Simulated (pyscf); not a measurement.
Optimised with ωB97X-D3(BJ)/def2-SVP in PySCF. MP2 and CC: frozen core, UHF for open shells. ΔMP2 is the change of the MP2 total energy from the triple- to the quadruple-zeta basis.

Q: CH₄ + H₂B–SiH₃ → H₂B–CH₃ + SiH₄
Surface: singlet. Broken: C–H, B–Si. Formed: B–C, H–Si. Give ΔE‡ and ΔE from CCSD(T)/def2-TZVPP + ΔMP2(QZVPP), relative to the separated reactants.

A: ΔE‡ = 0.56 eV, ΔE = -0.23 eV. Zero-point energy shifts the barrier by +0.10 eV. It is a four-centre exchange, with an imaginary mode of 977i cm⁻¹. On the product side the descent ends in an adduct with a B–Si, B–H contact (not fully relaxed), 0.14 eV under the separated species and 0.85 eV under the saddle at ωB97X-D3(BJ)/def2-TZVP. What is counted as broken (B–Si) persists as a longer contact in the product adduct; parting that adduct is a step of its own. This is the saddle that the search found; another between the same sides may lie lower. The CCSD(T) − MP2 part came from Ansatz, without density fitting, on the same reference.
